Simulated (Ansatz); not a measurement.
Worked example: the barrier

An elementary step of CH$_{5}$AlO, closed shell (CH₂O ([CH2][O]) + AlH₃ → CH₅AlO ([CH3][O][AlH2]); bonds formed: H2–C6; dative contacts that become bonds: Al1–O5; bonds broken: Al1–H2). “Start” is the structure reached by relaxing down from the saddle towards the reactants; PBE0-D4/def2-TZVP structures. The saddle:

```
atom    x (Å)    y (Å)    z (Å)
 Al1  -1.0405   0.1592  -0.5775
  H2  -0.9083  -1.0418   0.5272
  H3  -1.1981  -0.3538  -2.0694
  H4  -1.6589   1.5080  -0.0075
  O5   0.9533   0.4522  -0.5277
  C6   1.1856  -0.0905   0.5495
  H7   1.9375  -0.8893   0.6191
  H8   0.7294   0.2561   1.4861
```

Computed with Ansatz 0.2.0 (basis: def2-TZVPP and def2-QZVPP); correlated methods freeze the cores.

Energies in eV:

| quantity | saddle | start |
| --- | --- | --- |
| Hartree–Fock, triple zeta (X = 3) | -9729.91303 | -9730.46264 |
| Hartree–Fock, quadruple zeta (X = 4) | -9730.27076 | -9730.81868 |
| MP2 correlation, X = 3 | -13.41744 | -13.34840 |
| MP2 correlation, X = 4 | -14.39520 | -14.32086 |
| CCSD(T) correlation, X = 3 | -14.84172 | -14.76896 |

(1) Work out the barrier at the basis limit: extrapolate Hartree–Fock as E(X) = E∞ + A exp(−7.88 √X) and the MP2 correlation as E(X) = E∞ + B X^−2.97 (the exponents that Neese and Valeev fitted for def2-TZVPP and QZVPP), then add CCSD(T) − MP2 in triple zeta.

No T1 diagnostic of these runs exceeds 0.019.

Answers

(1) Each step is linear, so take the differences first (saddle − start): Hartree–Fock 0.54961 (X = 3) and 0.54792 (X = 4); MP2 correlation -0.06904 and -0.07434; CCSD(T) correlation -0.07276.
Two points give E∞ = E(4) + w [E(4) − E(3)], with w = 1/(exp(7.88 (2 − √3)) − 1) = 0.1377 for Hartree–Fock and w = 1/((4/3)^2.97 − 1) = 0.7407 for the correlation.
Hartree–Fock: 0.54792 + 0.1377 × (-0.00169) = 0.5477 eV.
MP2 correlation: -0.07434 + 0.7407 × (-0.00530) = -0.0783 eV.
CCSD(T) − MP2: -0.07276 − (-0.06904) = -0.0037 eV.
Sum: 0.5477 + (-0.0783) + (-0.0037) = 0.4657 eV, or 10.74 kcal/mol. Plain CCSD(T) in triple zeta gives 0.4769 eV, so the larger basis shifts the result by -0.0112 eV.

Labels in which every atom is bracketed show which atoms are joined, not bond orders.

For scale, one of the runs: CCSD(T)/def2-TZVPP, 174 basis functions, launched by `ansatz run in.yaml --threads 2 --pin off --events-out ev --progress --plain --max-ram 4352MiB`. The run took 27 s on 2 CPU threads of an Arm Neoverse V1 (shared host), with 1.5 GiB of host memory at its peak.
